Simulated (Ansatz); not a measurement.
# C8H18: taking an electron away

An exercise on one series of results from a longer session: the logs are not shown, and one member is left open.

Method: unrestricted cation, the program's frozen cores in correlated methods; program: Ansatz 0.2.0, Gaussian basis.

The runs, in order: UKS PBE-D4/def2-TZVPP; UKS r2SCAN-D4/def2-TZVPP; UKS PBE0-D4/def2-TZVPP; UKS B3LYP-D4/def2-TZVPP; UKS wB97X-V/def2-TZVPP; UKS wB97M-V/def2-TZVPP; UKS B2PLYP/def2-TZVPP; UHF-CCSD(T)/def2-TZVPP; UHF-MP2/def2-QZVPP; extrapolation to the limit; then −ε(HOMO) from the neutral's earlier runs with LDA (SPW92), PBE-D4, revPBE-D4, BLYP-D4, r2SCAN-D4, B97M-V, PBE0-D4, B3LYP-D4, r2SCANh-D4, r2SCAN0-D4, HSE06-D4, BHLYP-D4, CAM-B3LYP-D4, LC-ωPBE, ωB97X-V, ωB97M-V.

### The relaxed structure

An earlier PBE0-D4 in a triple-zeta def2 set relaxation fixed the geometry.

SMILES `CCCCCC(C)C`, 26 atoms, charge 0, spin multiplicity 1.

Atoms are counted from 1 here; the program's logs count them from 0.

Bond lengths: C1–C2 1.519 Å, C1–H9 1.094 Å, C1–H10 1.092 Å, C1–H11 1.094 Å, C2–C3 1.520 Å, C2–H12 1.096 Å, C2–H13 1.096 Å, C3–C4 1.520 Å, C3–H14 1.098 Å, C3–H15 1.096 Å, C4–C5 1.523 Å, C4–H16 1.096 Å, C4–H17 1.096 Å, C5–C6 1.528 Å, C5–H18 1.098 Å, C5–H19 1.097 Å, C6–C7 1.522 Å, C6–C8 1.522 Å and more. Angles: C2–C1–H9 111.1°, C2–C1–H10 111.7°, C2–C1–H11 111.1°, H9–C1–H10 107.7°, H9–C1–H11 107.4°, H10–C1–H11 107.7°, C1–C2–C3 113.1°, C1–C2–H12 109.7°, C1–C2–H13 109.6°, C3–C2–H12 109.2°, C3–C2–H13 109.1°, H12–C2–H13 105.9°, C2–C3–C4 113.1°, C2–C3–H14 109.3°, C2–C3–H15 108.9°, C4–C3–H14 109.3°, C4–C3–H15 110.0°, H14–C3–H15 105.9° and more.

Set-up of the first run:

Input file in.yaml:

```yaml
crystal:
  periodic: [false, false, false]
  atoms:
    - {symbol: C, position_ang: [-1.363559, -2.913868, -1.962382]}
    - {symbol: C, position_ang: [-1.493581, -1.411048, -1.786712]}
    - {symbol: C, position_ang: [-0.818519, -0.898010, -0.525414]}
    - {symbol: C, position_ang: [-0.939173, 0.607403, -0.353287]}
    - {symbol: C, position_ang: [-0.365358, 1.140451, 0.952999]}
    - {symbol: C, position_ang: [1.120078, 0.874994, 1.191475]}
    - {symbol: C, position_ang: [1.991490, 1.451295, 0.085095]}
    - {symbol: C, position_ang: [1.537862, 1.427986, 2.546217]}
    - {symbol: H, position_ang: [-1.812808, -3.448750, -1.120694]}
    - {symbol: H, position_ang: [-1.855954, -3.257839, -2.874940]}
    - {symbol: H, position_ang: [-0.313269, -3.214103, -2.018338]}
    - {symbol: H, position_ang: [-2.553563, -1.131986, -1.766803]}
    - {symbol: H, position_ang: [-1.064368, -0.899959, -2.656593]}
    - {symbol: H, position_ang: [-1.253049, -1.399943, 0.349024]}
    - {symbol: H, position_ang: [0.237934, -1.190264, -0.544948]}
    - {symbol: H, position_ang: [-0.462806, 1.107459, -1.204306]}
    - {symbol: H, position_ang: [-1.998582, 0.884443, -0.404883]}
    - {symbol: H, position_ang: [-0.532364, 2.224291, 0.999581]}
    - {symbol: H, position_ang: [-0.931662, 0.711772, 1.789166]}
    - {symbol: H, position_ang: [1.274772, -0.210992, 1.214054]}
    - {symbol: H, position_ang: [1.772312, 1.003729, -0.886926]}
    - {symbol: H, position_ang: [1.838568, 2.532149, -0.003963]}
    - {symbol: H, position_ang: [3.051055, 1.283026, 0.294173]}
    - {symbol: H, position_ang: [2.587337, 1.209283, 2.759859]}
    - {symbol: H, position_ang: [1.412666, 2.515406, 2.575613]}
    - {symbol: H, position_ang: [0.934533, 1.003066, 3.352933]}
basis:
  gaussian: {orbitals: def2-TZVPP}
total_charge: 1
magnetization: {spin_polarized: true, initial_magnetization: 1}
hamiltonian: {xc: pbe, dispersion: d4}
```

Steps of the session up to this table: Cation, UKS PBE-D4/def2-TZVPP; Cation, UKS r2SCAN-D4/def2-TZVPP; Cation, UKS PBE0-D4/def2-TZVPP; Cation, UKS B3LYP-D4/def2-TZVPP; Cation, UKS wB97X-V/def2-TZVPP; Cation, UKS wB97M-V/def2-TZVPP; Cation, UKS B2PLYP (frozen core)/def2-TZVPP; Cation, UHF-CCSD(T)/def2-TZVPP; Cation, UHF-MP2/def2-QZVPP.

One of the session's tables, all rows but one given; the rest of the session is left out.

Orbital estimates, from the neutral's runs:

| functional | −ε(HOMO) (eV) |
| --- | --- |
| LDA (SPW92) | 7.22 |
| PBE-D4 | 7.18 |
| revPBE-D4 | 7.14 |
| BLYP-D4 | 7.12 |
| r2SCAN-D4 | 7.45 |
| B97M-V | 7.62 |
| PBE0-D4 | 8.52 |
| B3LYP-D4 | ? |
| r2SCANh-D4 | 7.95 |
| r2SCAN0-D4 | 8.70 |
| HSE06-D4 | 8.12 |
| BHLYP-D4 | 9.85 |
| CAM-B3LYP-D4 | 9.95 |
| LC-ωPBE | 11.25 |
| ωB97X-V | 10.95 |
| ωB97M-V | 10.82 |

Estimate the missing values for B3LYP-D4.

Worked estimate for «−ε(HOMO) (eV)». Against the share of exact exchange, BLYP-D4 (0, 7.12), BHLYP-D4 (0.5, 9.85) give a slope of 5.46 per unit share; at 0.2 the line stands at 8.21.

As computed: −ε(HOMO) (eV): 8.35. In «−ε(HOMO) (eV)» the line misses by -0.14.
